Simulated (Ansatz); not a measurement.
C7H16 can be A, `CCC(C)(C)CC`, or B, `CC(C)CC(C)C`.

Computed with Ansatz on PBE0-D4/def2-TZVP structures; ΔE is electronic, products minus reactants. CCSD(T)/CBS adds triple-zeta CCSD(T) − MP2 to the extrapolated MP2 energy (def2 sets, frozen cores). Functionals use def2-TZVPP. B3LYP here is the variant with VWN-RPA as its local correlation; programs differ in this. One conformer a species, not always the lowest.

A:

Z-matrix (Å, degrees):
```
C
C 1 1.520
H 1 1.092 2 110.5
H 1 1.092 2 112.0 3 119.6
H 1 1.093 2 111.9 3 -119.5
C 2 1.536 1 116.2 3 -178.5
H 2 1.096 1 109.2 3 -56.6
H 2 1.095 1 109.1 3 58.3
C 6 1.527 2 110.2 1 64.4
C 6 1.527 2 108.1 1 -177.4
C 6 1.536 2 111.9 1 -55.9
H 9 1.093 6 111.8 2 -64.1
H 9 1.094 6 111.0 2 56.6
H 9 1.094 6 110.6 2 176.2
H 10 1.093 6 111.8 2 58.5
H 10 1.094 6 111.0 2 179.1
H 10 1.094 6 110.6 2 -61.2
C 11 1.520 6 116.2 2 -55.9
H 11 1.097 6 107.6 2 -178.7
H 11 1.095 6 108.6 2 67.5
H 18 1.092 11 110.5 6 -178.6
H 18 1.093 11 111.9 6 61.9
H 18 1.092 11 112.0 6 -59.0
```

B:

Z-matrix (Å, degrees):
```
C
C 1 1.522
H 1 1.095 2 110.6
H 1 1.093 2 110.9 3 -119.4
H 1 1.092 2 112.2 3 120.3
C 2 1.527 1 112.3 3 -58.2
C 2 1.522 1 110.6 3 64.9
H 2 1.097 1 108.1 3 -177.6
C 6 1.527 2 116.9 1 -58.2
H 6 1.098 2 108.2 1 64.6
H 6 1.098 2 108.5 1 179.1
H 7 1.093 2 111.4 1 58.1
H 7 1.093 2 111.4 1 178.6
H 7 1.095 2 110.7 1 -61.7
C 9 1.522 6 112.3 2 -58.2
C 9 1.522 6 110.0 2 178.3
H 9 1.097 6 108.3 2 61.0
H 15 1.092 9 112.2 6 62.0
H 15 1.093 9 110.9 6 -177.6
H 15 1.095 9 110.6 6 -58.3
H 16 1.093 9 111.4 6 -177.4
H 16 1.093 9 111.4 6 -56.9
H 16 1.095 9 110.7 6 62.8
```

Question: Which is lower in electronic energy at CCSD(T)/CBS, and by how much? (Estimate.)

Answer: Computed: B, by 1.2 kJ/mol. So small a gap doesn't settle the order.

Question: Give E(B) − E(A) in kJ/mol with LDA (SPW92), B2PLYP, HF/def2-TZVPP, B3LYP-D4, CCSD(T)/def2-TZVPP, MP2/def2-TZVPP, CCSD(T)/def2-SVP. (Best estimate.)

Answer: Computed: LDA (SPW92) 0.1, B2PLYP -5.7, HF/def2-TZVPP -12.4, B3LYP-D4 -3.4, CCSD(T)/def2-TZVPP -0.7, MP2/def2-TZVPP 1.2, CCSD(T)/def2-SVP -1.4. The order is the other way round with MP2/def2-TZVPP.

Largest T1 diagnostic: 0.009.

The D4 term adds +6.4 kJ/mol with B3LYP and +3.6 kJ/mol with PBE0; it sums over pairs of atoms, weighted by their polarisabilities, and B3LYP, whose exchange is more repulsive, gets the larger term. In def2-TZVPP, CCSD(T) changes the Hartree–Fock value by +11.6 kJ/mol (the triples alone add +1.7 kJ/mol) and MP2 by +13.5 kJ/mol.
